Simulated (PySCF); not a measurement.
Ionisation of `CN=P(C)(C)C` (C4H12NP)

Molecule: `CN=P(C)(C)C` (C4H12NP). Optimised structure (Å), atoms numbered from 1:
```
C     2.3988   -0.1543    0.5070
N     1.0645   -0.3011    1.0071
P    -0.2333   -0.0504    0.1713
C    -0.5115    1.6430   -0.4805
C    -1.6526   -0.3837    1.2390
C    -0.4946   -1.0916   -1.3172
H     2.6664    0.8821    0.2040
H     2.6404   -0.7992   -0.3668
H     3.1252   -0.4316    1.2909
H    -1.4837    1.7449   -0.9858
H     0.2887    1.8910   -1.1940
H    -0.4551    2.3511    0.3592
H    -1.5884    0.2815    2.1113
H    -2.6063   -0.2291    0.7151
H    -1.5792   -1.4218    1.5918
H     0.3136   -0.8985   -2.0386
H    -0.4402   -2.1477   -1.0153
H    -1.4615   -0.8955   -1.8046
```

Level of theory: ωB97X-D3(BJ)/ma-def2-TZVP single points in PySCF, grid level 2; every species was optimised with PBE0-D3(BJ)/def2-SVP. The prefix ma- adds one diffuse s and one diffuse p function on all atoms but H. ωB97X-D3(BJ) is ωB97X-V with D3(BJ) in place of VV10. Zero-point and thermal terms (298.15 K, 1 bar) come from unscaled PBE0-D3(BJ)/def2-SVP harmonic frequencies, with soft modes damped to free rotors in the entropy.

Frontier levels of the parent: HOMO -8.02 eV, LUMO 0.94 eV.

Oxidation to the radical cation:
- Vertical ionisation energy (electronic): 7.58 eV
- Adiabatic ionisation energy (with zero-point energy): 7.11 eV
- Adiabatic, electronic part: 7.12 eV
- Vertical gap at the product's structure: 6.49 eV
- Inner reorganisation energy (four-point): 1094 meV
- Relaxation of product / of parent: 460 / 635 meV
- ⟨S²⟩ of the product: 0.754
- Largest spin populations: N2 0.88
- Largest changes of atomic charge: N2 0.45, H (on C1) 0.11
- Distances that move most (Å): N2–P3 1.564 → 1.674; P3–C4 1.836 → 1.795; P3–C6 1.835 → 1.799; C1–N2 1.433 → 1.416
- Potential in acetonitrile: 5.12 V absolute, 0.57 V against Fc+/Fc computed at 4.54 V (solvation -37 → -227 kJ/mol)

Solvents are IEF-PCM continua (electrostatics only, gas-phase structures); absolute potentials refer to an electron at rest in vacuum. Fc+/Fc in acetonitrile, 4.54 V, is ωB97X-D3(BJ)/ma-def2-TZVP on PBE0-D3(BJ)/def2-SVP structures with GFN2-xTB thermal terms. Benchmark calculations put it near 5.0 V in acetonitrile and DMSO, so it is about 0.5 V low, and the value against it can read up to that much too high.

Measured values (NIST Chemistry WebBook, evaluated or the median of agreeing entries): vertical ionisation energy 7.67 eV (computed 7.58, difference -0.09).

Run with `OMP_NUM_THREADS=1 python redox_run.py task.json out` on 1 thread of Arm Neoverse V2, a shared host. Structures, frequencies and single points: 34 min of wall time.

Differences come from unrounded values, so a last digit can differ from that of the printed terms.
